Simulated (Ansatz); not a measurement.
# C3H6N2O: how energies converge with the basis set

The task here is to estimate one member of a computed series from the others.

Program: Ansatz 0.2.0, Gaussian basis. Level of theory: one geometry, several basis sets. These are calculated values, not measurements.

Levels to be run: PBE0-D4/def2-SVP; ωB97M-V/def2-SVP; PBE0-D4/def2-QZVPP; ωB97M-V/def2-QZVPP; the functionals' def2-TZVPP values are taken from earlier runs.

## Structure used throughout

All runs share one geometry, relaxed beforehand with PBE0-D4 in a triple-zeta def2 set.

12 atoms, charge 0, spin multiplicity 1.

Atoms are counted from 1 here; the program's logs count them from 0.

Bond lengths: C1–N2 1.266 Å, C1–H7 1.092 Å, C1–H8 1.089 Å, N2–C3 1.398 Å, C3–O4 1.352 Å, C3–N5 1.261 Å, O4–H9 0.965 Å, N5–C6 1.437 Å, C6–H10 1.093 Å, C6–H11 1.094 Å, C6–H12 1.094 Å. Angles: N2–C1–H7 123.8°, N2–C1–H8 118.1°, H7–C1–H8 118.2°, C1–N2–C3 118.9°, N2–C3–O4 115.7°, N2–C3–N5 125.0°, O4–C3–N5 119.4°, C3–O4–H9 105.4°, C3–N5–C6 120.9°, N5–C6–H10 113.8°, N5–C6–H11 108.8°, N5–C6–H12 108.9°, H10–C6–H11 109.3°, H10–C6–H12 109.2°, H11–C6–H12 106.5°.

As a file:

```xyz
12

C     0.2972   -1.9716   -0.9427
N     0.3908   -0.7411   -0.6612
C    -0.4169   -0.2159    0.3515
O    -1.2714   -1.0893    0.9308
N    -0.3977    0.9823    0.7426
C     0.4976    1.9374    0.1494
H    -0.3834   -2.6596   -0.4375
H     0.9330   -2.3659   -1.7342
H    -1.7472   -0.5782    1.5974
H     1.1110    1.5267   -0.6563
H    -0.0869    2.7786   -0.2340
H     1.1510    2.3414    0.9283
```

The first run:

in.yaml

```yaml
crystal:
  periodic: [false, false, false]
  atoms:
    - {symbol: C, position_ang: [0.297182, -1.971552, -0.942732]}
    - {symbol: N, position_ang: [0.390794, -0.741081, -0.661239]}
    - {symbol: C, position_ang: [-0.416903, -0.215936, 0.351532]}
    - {symbol: O, position_ang: [-1.271371, -1.089292, 0.930835]}
    - {symbol: N, position_ang: [-0.397734, 0.982349, 0.742621]}
    - {symbol: C, position_ang: [0.497597, 1.937412, 0.149427]}
    - {symbol: H, position_ang: [-0.383395, -2.659642, -0.437508]}
    - {symbol: H, position_ang: [0.933002, -2.365942, -1.734189]}
    - {symbol: H, position_ang: [-1.747232, -0.578183, 1.597429]}
    - {symbol: H, position_ang: [1.110976, 1.526739, -0.656313]}
    - {symbol: H, position_ang: [-0.086931, 2.778634, -0.233970]}
    - {symbol: H, position_ang: [1.151015, 2.341396, 0.928307]}
basis:
  gaussian: {orbitals: def2-SVP}
hamiltonian: {xc: pbe0, dispersion: d4}
output: {orbitals: {seedname: orbitals}}
```

Started as:

```bash
$ ansatz run in.yaml --threads 4 --pin off --events-out ev --progress --plain --max-ram 10444MiB
```

Among the steps run: PBE0-D4 in def2-SVP; ωB97M-V in def2-SVP; PBE0-D4 in def2-QZVPP; ωB97M-V in def2-QZVPP.

One table of the session follows, with a row left open; its other results are not shown here.

It belongs to the step «Functionals by basis». 

```
functional       basis  HOMO (eV)
   PBE0-D4    def2-SVP      -7.32
   PBE0-D4  def2-TZVPP      -7.45
   PBE0-D4  def2-QZVPP      -7.48
   ωB97M-V    def2-SVP          ?
   ωB97M-V  def2-TZVPP      -9.64
   ωB97M-V  def2-QZVPP      -9.67
```

Q: Estimate the row for ωB97M-V, def2-SVP from the others.

**Answer.** HOMO (eV): -9.48. In the column «HOMO (eV)» it lies between ωB97M-V, def2-TZVPP (-9.64) and PBE0-D4, def2-QZVPP (-7.48).
